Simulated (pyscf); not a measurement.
One four-centre exchange on the singlet surface with elements of a group swapped. CCSD(T)/def2-TZVPP + ΔMP2(QZVPP), kcal/mol, from the separated reactants. Optimised with ωB97X-D3(BJ)/def2-SVP in PySCF. Correlated levels are frozen-core, on RHF or UHF. ΔMP2 is the change of the MP2 total energy from the triple- to the quadruple-zeta basis.

```
step                                             barrier  reaction energy  imaginary mode (i cm⁻¹)
-----------------------------------------------  -------  ---------------  -----------------------
`[SiH3][SH]` + `[FH]` -> `[SH2]` + `[F][SiH3]`       ___              ___                      734
`[SiH3][SH]` + `[ClH]` → `[SH2]` + `[SiH3][Cl]`     28.4             -9.0                      435
```

Problem. Complete the blanks.

Solution. 
- `[SiH3][SH]` + `[FH]` -> `[SH2]` + `[F][SiH3]`, barrier: 27.4
- `[SiH3][SH]` + `[FH]` -> `[SH2]` + `[F][SiH3]`, reaction energy: -17.2

Row 1: On the reactant side the descent ends in a complex, 5.8 kcal/mol under the separated species and 30.2 kcal/mol under the saddle at ωB97X-D3(BJ)/def2-TZVP. Row 2: On the reactant side the descent ends in a complex, 4.3 kcal/mol under the separated species and 29.0 kcal/mol under the saddle at ωB97X-D3(BJ)/def2-TZVP. Each row is the saddle that its search found. The CCSD(T) − MP2 part came from Ansatz, without density fitting, on the same reference.
